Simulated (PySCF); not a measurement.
Species: HCl.
InChI=1S/ClH/h1H

The closed-shell ground state was solved at several levels (PySCF, density fitting, gas phase, non-relativistic). Geometry: PBE0-D3(BJ)/def2-TZVP; no solvent, vibrations or thermal averaging.

```
         level  basis functions  total energy (Eh)  HOMO (eV)  LUMO (eV)  gap (eV)  dipole (D)
 PBE0/pcSseg-2               57          -460.6747      -9.48       0.10      9.58        1.29
  KT3/pcSseg-2               57          -463.9039      -8.13      -0.95      7.18        1.23
B97-2/pcSseg-2               57          -460.8650      -9.21       0.07      9.28        1.28
```

**Question.** Estimate the row for wB97X-D/pcSseg-2, a basis of 57 functions; the other rows only guide the guess.

**Answer.** Total energy -460.8285 Eh, HOMO -11.42 eV, LUMO 1.93 eV, gap 13.35 eV, dipole 1.30 D.

**Question.** Over all these levels, which gives the widest orbital gap and which the narrowest?

**Answer.** wB97X-D/pcSseg-2 (range-separated hybrid) has the widest, 13.35 eV, and KT3/pcSseg-2 (GGA) the narrowest, 7.18 eV. From the narrowest to the widest the HOMO moves by -3.29 eV and the LUMO by +2.88 eV.

**Question.** In the pcSseg-2 basis, how does the gap go with the fixed share of exact exchange?

**Answer.** KT3 (0 %) 7.18 eV; B97-2 (21 %) 9.28 eV; PBE0 (25 %) 9.58 eV. Each rise in the share widens the gap here.

**Question.** How far do the dipole and the HOMO energy spread over the levels?

**Answer.** The dipole runs from 1.23 to 1.30 D (mean 1.27 D) and the HOMO from -11.42 to -8.13 eV.

Note: wB97X-D ran without an empirical dispersion term, which enters the total energy and its gradient alone.
